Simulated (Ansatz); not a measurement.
allene (SMILES C=C=C) moved off its minimum; all values from Ansatz (an electronic-structure program), cores frozen in correlated methods.
(charge 0, multiplicity 1)
```xyz
7

C      1.3585    -0.0381    -0.0737
C     -0.0118    -0.1033    -0.1169
C     -1.3444     0.0587    -0.0709
H      1.9840    -0.7656    -0.5959
H      2.1742     0.5069     0.8049
H     -1.9386     0.4265    -0.6185
H     -1.6672    -0.6812     0.6985
```

Forces at B3LYP/def2-TZVPP (eV/Å):

| atom | Fx | Fy | Fz |
|---|---|---|---|
| C1 | -0.462 | 0.116 | 2.316 |
| C2 | 2.194 | 2.239 | -0.033 |
| C3 | 10.425 | -7.594 | 8.591 |
| H4 | -0.524 | 0.087 | -0.172 |
| H5 | -3.240 | -1.072 | -2.621 |
| H6 | -7.738 | 5.531 | -7.504 |
| H7 | -0.656 | 0.692 | -0.578 |

Give the forces (eV/Å), the total energy and the dipole at CCSD(T)/cc-pVTZ.


```csv
atom,Fx,Fy,Fz
C1,0.388,0.241,2.365
C2,2.160,2.011,-0.123
C3,9.681,-7.530,8.782
H4,-0.532,0.049,-0.202
H5,-3.250,-1.064,-2.605
H6,-7.807,5.608,-7.641
H7,-0.640,0.686,-0.576
```
Energy -116.3529 hartree, dipole 0.33 D.

Doubts at one or more of the structures used: a restricted determinant that unrestricted orbitals would lower (CCSD(T)/cc-pVTZ).
